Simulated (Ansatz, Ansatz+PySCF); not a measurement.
Two shapes of doublet Si2H6(+).

Shape 1:

```xyz
8

Si    0.0000    0.0000   -1.3681
Si    0.0000    0.0000    1.3681
H     1.4560   -0.0026   -1.5758
H    -0.7303   -1.2596   -1.5758
H    -0.7257    1.2623   -1.5758
H    -1.4560   -0.0094    1.5758
H     0.7361   -1.2562    1.5758
H     0.7199    1.2656    1.5758
```

Shape 2:

```xyz
8

Si    0.0000    0.0000   -1.3431
Si    0.0000    0.0000    1.3431
H     1.4560   -0.0026   -1.5508
H    -0.7303   -1.2596   -1.5508
H    -0.7257    1.2623   -1.5508
H    -1.4560   -0.0094    1.5508
H     0.7361   -1.2562    1.5508
H     0.7199    1.2656    1.5508
```

Basis set: cc-pVTZ on H; cc-pV(T+d)Z on Si (spherical functions). Frozen core: 10 orbitals. Correlation on ROHF uses semicanonical orbitals with singles. Charge 1, multiplicity 2.

Computed with Ansatz (development build ahead of 0.2.0); each method stands on the lowest determinant of its kind that the runs found.

Question: Which shape is lower in energy, and by how much in each method?

Answer:

```csv
method,E(2) − E(1) (eV)
ROHF,0.013
UHF,0.011
ROHF-MP2,0.000
UHF-MP2,0.000
```

Shape 1 is lower, bar methods that put the two within 0.005 eV.
